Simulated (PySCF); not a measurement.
**Relatives of 2-methoxypropene: proton affinities (298 K, kJ/mol) at the best site tried**

Level of theory: ωB97X-D3(BJ)/def2-TZVP single points in PySCF, grid level 2; every species was optimised with PBE0-D3(BJ)/def2-SVP. Enthalpies at 298.15 K use unscaled PBE0-D3(BJ)/def2-SVP harmonic frequencies.

Starting point: 2-methoxypropene, `C=C(C)OC` (C4H8O), 914 (`C[O+]=C(C)C`).

| molecule | value | change | site or products |
| --- | --- | --- | --- |
| methyl acetate, `COC(C)=O` (C3H6O2) | 832 | -82 | `COC(C)=[OH+]` |
| methyl acrylate, `C=CC(=O)OC` (C4H6O2) | 836 | -77 | `C=CC(=[OH+])OC` |

Gas phase, one low conformer a species, no spin-orbit coupling; the best conformer of a species may have been missed, which can turn small differences round.

Q: How does the value change on going from the starting point to ch3c(S)och3, `COC(C)=S` (C3H6OS)?

A: It falls by 47 to 867 (`COC(C)=[SH+]`).

Differences come from unrounded values, so a last digit can differ from that of the printed terms.
